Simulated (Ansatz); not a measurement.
Basis-set extrapolation for `[CH2]SC` radical (PBE0-D4/def2-TZVP geometry, frozen core, the Gaussian-basis code of Ansatz). Multiplicity 2, UHF reference.

```tsv
	def2-TZVPP	def2-QZVPP
HF	-476.173227	-476.188653
MP2 correlation	-0.504000	-0.541143
CCSD(T) correlation	-0.570625	not run
```

Energies in hartree. Use E(X) = E(∞) + A·exp(−7.88·√X) for Hartree–Fock and E(X) = E(∞) + B·X^(−2.97) for correlation, with X = 3 and 4, and add CCSD(T) minus MP2 of the smaller set to the MP2 limit.

Q: What is the CCSD(T) energy at the basis-set limit?

A: HF limit: -476.188653 + (-0.015426) × 0.13774 = -476.19078. MP2 limit: -0.541143 + (-0.037143) × 0.74074 = -0.56866. Higher-order term: -0.570625 − (-0.504000) = -0.06663. Total: -476.82607 hartree, 215.9 kJ/mol below CCSD(T)/def2-TZVPP.
